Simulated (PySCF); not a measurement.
Bond curve of LiH

Set-up: basis Li 6-311G(d,p), H 6-311G(d,p); no relativity; PySCF 2.14. Energies in eV from Li + H in their ground configurations at the same level. State: ¹Σ⁺ (singlet), closed shell.

All columns are HSE06. A positive dipole means Li(−)H(+).

| R (Å) | E (eV) | μ (D) | Mulliken charge on Li (basis-dependent) | HOMO (eV) | LUMO (eV) | Mayer bond order | ⟨S²⟩ |
| --- | --- | --- | --- | --- | --- | --- | --- |
| 1.376 | -2.075 | -5.36 | 0.29 | -5.19 | -1.20 | 0.92 | 0.00 |
| 1.440 | -2.187 | -5.47 | 0.29 | -5.15 | -1.25 | 0.91 | 0.00 |
| 1.504 | -2.253 | -5.59 | 0.29 | -5.11 | -1.29 | 0.91 | 0.00 |
| 1.552 | -2.278 | -5.67 | 0.30 | -5.08 | -1.33 | 0.91 | 0.00 |
| 1.600 | -2.286 | -5.76 | 0.30 | -5.04 | -1.37 | 0.91 | 0.00 |
| 1.648 | -2.279 | -5.85 | 0.30 | -5.01 | -1.41 | 0.91 | 0.00 |
| 1.712 | -2.251 | -5.98 | 0.30 | -4.96 | -1.46 | 0.91 | 0.00 |
| 1.792 | -2.192 | -6.14 | 0.31 | -4.90 | -1.53 | 0.90 | 0.00 |
| 1.888 | -2.093 | -6.34 | 0.31 | -4.82 | -1.61 | 0.90 | 0.00 |
| 2.016 | -1.932 | -6.60 | 0.32 | -4.72 | -1.73 | 0.90 | 0.00 |

A fit through these points gives, at Re = 1.600 Å, μ = -5.76 D and dμ/dR = -1.89 D/Å; the reduced mass is 0.8812 u.

Problem. How strong is the fundamental in the double-harmonic approximation, I = 42.26·(dμ/dR)²/μred km/mol?

Solution. I = 42.26·(-1.89)²/0.8812 = 171 km/mol at HSE06.
